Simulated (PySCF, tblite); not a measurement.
# C5H6F radical: geometry, infrared bands and EPR parameters

Aim: predict the infrared bands and EPR parameters of C5H6F radical (`C[C@@]1(F)[CH]C=C1`).

Computed with tblite 0.8.0 and PySCF 2.14.0, with density-fitted response routines of our own, on a single molecule in the gas phase. Atoms are numbered from 0 throughout.

## (1) Starting geometry

12 atoms, charge 0, multiplicity 2; geometry from: force field or distance geometry start.

Bonds of the start (Å): C0–C1 1.52, C1–F2 1.38, C1–C3 1.48, C3–C4 1.50, C4–C5 1.31, C5–C1 1.47, C0–H6 1.12, C0–H7 1.11, C0–H8 1.09, C3–H9 1.13, C4–H10 1.08, C5–H11 1.08.

## (2) Optimising the geometry with GFN2-xTB

Job settings and geometry (Å):

```
{"job": {"kind": "relax", "xc": "GFN2-xTB", "basis": "xTB"}, "charge": 0, "multiplicity": 2}
C      1.546500    -0.089100    -0.317900
C      0.192200     0.357100     0.201900
F      0.377200     1.336700     1.157000
C     -0.835700     0.748400    -0.793300
C     -1.615600    -0.385400    -0.207100
C     -0.697500    -0.719000     0.661500
H      1.704500    -1.135700     0.048900
H      2.310600     0.581700     0.139600
H      1.598200    -0.124700    -1.404900
H     -1.340200     1.706900    -0.485000
H     -2.595700    -0.786300    -0.443300
H     -0.643300    -1.491400     1.416600
```

Launch:

```sh
$ OMP_NUM_THREADS=1 python probes_run.py task.json out
```

This one command runs all jobs of the session in turn.

Output:

```text
step      E/eV     max force
  0    -498.92187    3.704
  1    -499.22213    2.460
  2    -499.36655    1.288
  3    -499.44197    1.023
  4    -499.56144    0.845
  5    -499.60297    0.643
  6    -499.63914    0.578
  7    -499.66740    0.449
  8    -499.70240    0.539
  9    -499.73767    0.518
 10    -499.77014    0.568
 11    -499.79572    0.519
 12    -499.81966    0.446
 13    -499.83965    0.341
 14    -499.84588    0.935
 15    -499.86361    0.299
 16    -499.87247    0.293
 17    -499.88173    0.310
 18    -499.88660    0.175
 19    -499.89187    0.173
 20    -499.89598    0.139
 21    -499.89878    0.123
 22    -499.90061    0.120
 23    -499.90168    0.088
 24    -499.90234    0.075
 25    -499.90296    0.067
 26    -499.90364    0.091
 27    -499.90429    0.079
 28    -499.90482    0.057
 29    -499.90533    0.058
 30    -499.90608    0.083
 31    -499.90735    0.124
 32    -499.90899    0.129
 33    -499.91039    0.112
 34    -499.91142    0.106
 35    -499.91228    0.089
 36    -499.91316    0.101
 37    -499.91424    0.094
 38    -499.91530    0.085
 39    -499.91636    0.100
 40    -499.91764    0.114
 41    -499.91942    0.129
 42    -499.92169    0.138
 43    -499.92416    0.134
 44    -499.92678    0.154
 45    -499.92945    0.167
 46    -499.92643    0.359
 47    -499.93440    0.186
 48    -499.93690    0.167
 49    -499.94392    0.219
 50    -499.94845    0.188
 51    -499.95216    0.319
 52    -499.95606    0.117
 53    -499.95778    0.098
 54    -499.95972    0.128
 55    -499.96125    0.147
 56    -499.96330    0.140
 57    -499.96433    0.073
 58    -499.96488    0.082
 59    -499.96542    0.063
 60    -499.96623    0.072
 61    -499.96697    0.056
 62    -499.96745    0.051
 63    -499.96780    0.046
 64    -499.96811    0.042
 65    -499.96839    0.038
 66    -499.96862    0.040
 67    -499.96884    0.050
 68    -499.96907    0.040
 69    -499.96924    0.040
 70    -499.96939    0.043
 71    -499.96954    0.043
 72    -499.96976    0.058
 73    -499.97004    0.055
 74    -499.97027    0.032
 75    -499.97038    0.021
 76    -499.97044    0.018
 77    -499.97048    0.017
 78    -499.97051    0.012
 79    -499.97053    0.006
```

Wall time 0.31 s (1 thread of Arm Neoverse V1, shared host).

Step by step: (not every step is listed)

| step | energy from step 0 (eV) | largest force (eV/Å) |
| --- | --- | --- |
| 0 | 0.0000 | 3.7039 |
| 1 | -0.3003 | 2.4600 |
| 2 | -0.4447 | 1.2880 |
| 3 | -0.5201 | 1.0234 |
| 4 | -0.6396 | 0.8451 |
| 5 | -0.6811 | 0.6431 |
| 6 | -0.7173 | 0.5780 |
| 7 | -0.7455 | 0.4486 |
| 8 | -0.7805 | 0.5392 |
| 14 | -0.9240 | 0.9352 |
| 20 | -0.9741 | 0.1388 |
| 26 | -0.9818 | 0.0912 |
| 32 | -0.9871 | 0.1293 |
| 38 | -0.9934 | 0.0845 |
| 44 | -1.0049 | 0.1544 |
| 50 | -1.0266 | 0.1879 |
| 56 | -1.0414 | 0.1400 |
| 62 | -1.0456 | 0.0507 |
| 68 | -1.0472 | 0.0400 |
| 74 | -1.0484 | 0.0319 |
| 75 | -1.0485 | 0.0209 |
| 76 | -1.0486 | 0.0181 |
| 77 | -1.0486 | 0.0175 |
| 78 | -1.0486 | 0.0123 |
| 79 | -1.0487 | 0.0064 |

Distances of close pairs at the start and the end, largest changes first:

| bond | before (Å) | after (Å) | change (Å) |
| --- | --- | --- | --- |
| C3–C4 | 1.496 | 1.387 | -0.109 |
| C4–C5 | 1.307 | 1.387 | +0.080 |
| C3–H9 | 1.126 | 1.069 | -0.057 |
| C1–C5 | 1.470 | 1.522 | +0.052 |
| C1–C3 | 1.483 | 1.522 | +0.039 |
| C0–H6 | 1.120 | 1.088 | -0.032 |
| C0–H7 | 1.115 | 1.088 | -0.027 |
| C5–H11 | 1.082 | 1.069 | -0.012 |

The next job starts from the end point, and lists it.

## (3) Infrared spectrum with GFN2-xTB

Job settings and geometry (Å):

```
{"job": {"kind": "ir", "xc": "GFN2-xTB", "basis": "xTB"}, "charge": 0, "multiplicity": 2}
C      1.522887    -0.046807    -0.299654
C      0.216907     0.270932     0.401599
F      0.495745     1.006989     1.544072
C     -0.911542     0.848574    -0.441343
C     -1.690192    -0.271354    -0.191451
C     -0.754169    -0.878592     0.632119
H      2.165397    -0.618754     0.366108
H      2.028492     0.878121    -0.567860
H      1.326441    -0.625410    -1.197423
H     -1.027664     1.770721    -0.970149
H     -2.666158    -0.569374    -0.529044
H     -0.704946    -1.765732     1.226998
```

Output:

```text
mode    cm-1     km/mol
  1     174.0      0.03
  2     187.4      0.92
  3     279.3      1.50
  4     356.3      6.21
  5     410.7      1.10
  6     457.8     20.56
  7     607.1      0.36
  8     617.9     25.84
  9     687.3     21.09
 10     881.0      7.27
 11     917.5      0.29
 12     924.1     25.51
 13     937.1     11.70
 14    1003.2      0.60
 15    1058.8      2.61
 16    1110.4    112.05
 17    1112.2      9.04
 18    1144.9      0.00
 19    1284.1     54.05
 20    1305.9      1.22
 21    1387.7     10.52
 22    1464.3      0.29
 23    1467.7      2.99
 24    1477.6      3.53
 25    3036.9     13.37
 26    3040.3     12.63
 27    3056.5     18.71
 28    3125.9     34.25
 29    3171.4     22.14
 30    3183.1      2.85
```

Wall time 0.22 s (1 thread of Arm Neoverse V1, shared host).

Which atoms move in the most intense modes:

| cm⁻¹ | km/mol | atoms |
| --- | --- | --- |
| 458 | 20.6 | H11 39 %, H9 39 % |
| 618 | 25.8 | C3 26 %, C5 25 %, F2 18 % |
| 687 | 21.1 | C0 33 %, F2 22 %, C4 11 % |
| 924 | 25.5 | H11 21 %, H9 20 %, C1 13 % |
| 1110 | 112.0 | C1 57 %, H8 17 %, C0 14 % |
| 1284 | 54.0 | C1 62 % |
| 3126 | 34.2 | H10 89 % |
| 3171 | 22.1 | H9 49 %, H11 43 % |

## (4) g tensor and hyperfine couplings: B3LYP/pcH-1

The job, as its differences from that of step 3:

```diff
@@ -1,2 +1,2 @@
-{"job": {"kind": "ir", "xc": "GFN2-xTB", "basis": "xTB"}, "charge": 0, "multiplicity": 2}
+{"job": {"kind": "epr", "basis": "pcH-1"}, "charge": 0, "multiplicity": 2}
 C      1.522887    -0.046807    -0.299654
```

Method: UKS B3LYP, pcH-1 on C F H, non-relativistic, mean-field spin-orbit, GIAO.

Output:

```text
UKS, coarse grid
  cycle   1  E = -293.83149315  |g| = 4.11e-01
  cycle   2  E = -293.79563547  |g| = 5.67e-01
  cycle   3  E = -293.89502271  |g| = 7.10e-02
  cycle   4  E = -293.89684184  |g| = 2.89e-02
  cycle   5  E = -293.89729852  |g| = 4.93e-03
  cycle   6  E = -293.89734477  |g| = 2.63e-03
  cycle   7  E = -293.89735355  |g| = 1.48e-03
  cycle   8  E = -293.89735499  |g| = 1.86e-04
UKS, final grid
  cycle   1  E = -293.89734080  |g| = 1.52e-04
  cycle   2  E = -293.89734080  |g| = 1.66e-04
  cycle   3  E = -293.89734082  |g| = 3.33e-05
  cycle   4  E = -293.89734082  |g| = 1.41e-05
E = -293.89734082 Eh   <S^2> = 0.7769 (exact 0.7500)
g shifts (ppm)      1          2          3
  rmc          -148       -148       -148
  gc             17         37          6
  oz_so         166        493        724
  total          36        382        582
hyperfine (MHz)  atom isotope    a_iso     a_fc   dipolar eigenvalues
    0   13C       3.72       3.72     -1.36     -0.52      1.88
    1   13C     -32.17     -32.17     -2.61      0.44      2.17
    2   19F      16.08      16.08    -30.32      1.23     29.09
    3   13C      67.30      67.30    -54.26    -52.17    106.42
    4   13C     -48.66     -48.66    -28.53     13.35     15.18
    5   13C      67.34      67.34    -54.27    -52.18    106.45
    6    1H       6.57       6.57     -2.31     -1.50      3.81
    7    1H       6.61       6.61     -2.31     -1.49      3.81
    8    1H       0.83       0.83     -3.80     -1.49      5.28
    9    1H     -46.34     -46.34    -26.88     -0.19     27.07
   10    1H      10.21      10.21     -4.29     -0.03      4.32
   11    1H     -46.34     -46.34    -26.89     -0.19     27.08
```

Run time: 36 s. Hardware: 1 thread of Arm Neoverse V1, shared host; peak memory 0.83 GiB.

Principal g values 2.00236, 2.00270, 2.00290; g(iso) = 2.00265, against 2.00232 for a free electron.

Mean a(iso) over the nuclei that a row names, and the largest dipolar term of the row (other rows stand at the frozen geometry):

| nuclei | isotope | a(iso) (MHz) | a(iso) (G, at g = 2.0023) | largest dipolar term (MHz) |
| --- | --- | --- | --- | --- |
| C3, C5 | 13C | 67.3 | 24.0 | 106.4 |
| C4 | 13C | -48.7 | -17.4 | -28.5 |
| H9, H11 | 1H | -46.3 | -16.5 | 27.1 |
| C1 | 13C | -32.2 | -11.5 | -2.6 |
| F2 | 19F | 16.1 | 5.7 | -30.3 |
| H10 | 1H | 10.2 | 3.6 | 4.3 |
| H6, H7, H8 | 1H | 4.7 | 1.7 | 5.3 |
| C0 | 13C | 3.7 | 1.3 | 1.9 |

Mulliken spin populations:

| atom | value (e) |
| --- | --- |
| C0 | 0.00 |
| C1 | -0.08 |
| F2 | 0.01 |
| C3 | 0.69 |
| C4 | -0.26 |
| C5 | 0.69 |
| H6 | 0.00 |
| H7 | 0.00 |
| H8 | 0.00 |
| H9 | -0.03 |
| H10 | 0.01 |
| H11 | -0.03 |

In first order the couplings over 0.8 MHz of 1H, 19F give 48 distinct lines over 47.4 G, if the averaged nuclei exchange fast.

Orbitals, density, ELF and potential are computed afterwards from the orbital file.

ELF in a plane through or near 8 of the atoms.

Values, 10 rows by 14 columns:
```
0.00 0.00 0.00 0.00 0.00 0.00 0.00 0.00 0.00 0.00 0.00 0.00 0.00 0.00
0.00 0.00 0.00 0.00 0.00 0.00 0.00 0.02 0.07 0.00 0.00 0.00 0.00 0.00
0.00 0.00 0.00 0.00 0.00 0.00 0.01 0.88 0.99 0.51 0.01 0.00 0.00 0.00
0.00 0.00 0.01 0.72 0.98 0.29 0.02 0.79 0.97 0.35 0.02 0.00 0.00 0.00
0.00 0.00 0.06 0.89 1.00 0.74 0.41 0.83 0.40 0.75 0.58 0.64 0.04 0.00
0.00 0.00 0.03 0.37 0.87 0.27 0.82 0.60 0.59 0.25 0.91 0.94 0.12 0.00
0.00 0.00 0.07 0.96 1.00 0.71 0.07 0.64 0.18 0.47 0.11 0.09 0.00 0.00
0.00 0.00 0.00 0.11 0.50 0.02 0.02 0.93 1.00 0.56 0.01 0.00 0.00 0.00
0.00 0.00 0.00 0.00 0.00 0.00 0.00 0.45 0.79 0.14 0.00 0.00 0.00 0.00
0.00 0.00 0.00 0.00 0.00 0.00 0.00 0.00 0.00 0.00 0.00 0.00 0.00 0.00
```
The map spans 10.6 Å across and 9.4 Å up, centred on the molecule. Atoms in the plane (x, y in Å): C0 (-1.5, 0.0), C3 (0.8, 1.0), C4 (1.7, 0.0), C5 (0.8, -1.0), H6 (-2.1, -0.9), H7 (-2.1, 0.9), H9 (0.9, 2.1), H11 (0.9, -2.1).

On the surface of density 0.002 e/bohr³ the electrostatic potential runs, from the 1st to the 99th percentile, from -1.22 V near F2 to 1.06 V near H10.

The spin density lies nearest to C3, C5 about 36 % each; C4 10 % (beta excess).

## (5) Outcome

| quantity | value |
| --- | --- |
| strongest single infrared mode (GFN2-xTB) | 1110 cm⁻¹, 112 km/mol |
| zero-point energy (GFN2-xTB) | 57.0 kcal/mol |
| g(iso) (B3LYP) | 2.00265 |
| ⟨S²⟩ | 0.777 (exact 0.75) |
| largest a(iso) (averaged by class) | 13C on C3, C5, 67.3 MHz |
| surface potential, 1st and 99th percentile | -1.22 V and 1.06 V |

**Reading.** Relaxing lowered the energy by 1.049 eV in 79 steps; the close pair that moved most is C3–C4, from 1.496 to 1.387 Å. All 30 modes are real, so the xTB geometry is a minimum. Unscaled tight-binding wavenumbers are off by several per cent, some by more. Its intensities can rank the bands wrongly. The largest spin populations lie on C5 (0.69 e), C3 (0.69 e). The isotropic g lies 0.3 ppt above the free-electron value.
